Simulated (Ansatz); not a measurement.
Two isomers of C3H6F2O: A = `CCOC(F)F`, B = `COC(C)(F)F`.

Isolated molecules relaxed with PBE0-D4/def2-TZVP in Ansatz; ΔE leaves out vibrations. CCSD(T)/CBS is the MP2 limit (def2-TZVPP, def2-QZVPP) plus CCSD(T) − MP2 in def2-TZVPP, frozen cores. DFT in def2-TZVPP. One conformer a species, not always the lowest.

A:

Z-matrix (Å, degrees):
```
C
C 1 1.505
H 1 1.092 2 109.9
H 1 1.091 2 110.8 3 -120.0
H 1 1.091 2 110.6 3 119.7
O 2 1.425 1 108.1 3 -179.8
H 2 1.095 1 111.1 3 -59.7
H 2 1.098 1 111.0 3 60.6
C 6 1.348 2 114.2 1 -173.8
F 9 1.338 6 107.7 2 171.3
F 9 1.361 6 111.2 2 -71.4
H 9 1.099 6 113.7 2 49.7
```

B:

Z-matrix (Å, degrees):
```
C
O 1 1.415
H 1 1.095 2 111.6
H 1 1.093 2 111.3 3 -123.0
H 1 1.088 2 106.0 3 118.4
C 2 1.361 1 116.3 3 70.5
F 6 1.369 2 109.6 1 64.4
C 6 1.506 2 116.5 1 -59.8
F 6 1.347 2 105.2 1 178.2
H 8 1.089 6 108.8 2 -174.8
H 8 1.089 6 110.7 2 65.7
H 8 1.090 6 109.4 2 -55.2
```

Task: Which is lower in electronic energy at CCSD(T)/CBS, and by how much? (An estimate is asked.)

Result: Computed: B, by 2.4 kcal/mol.

Task: Give E(B) − E(A) in kcal/mol with PBE0-D4, CCSD(T)/def2-TZVPP, MP2/def2-TZVPP, PBE-D4, CCSD/def2-TZVPP, B2PLYP, ωB97M-V. (Best estimate.)

Result: Computed: PBE0-D4 -1.9, CCSD(T)/def2-TZVPP -2.1, MP2/def2-TZVPP -1.9, PBE-D4 -1.8, CCSD/def2-TZVPP -1.9, B2PLYP -1.6, ωB97M-V -2.8. None reverses the order clearly.

Largest T1 diagnostic: 0.011.
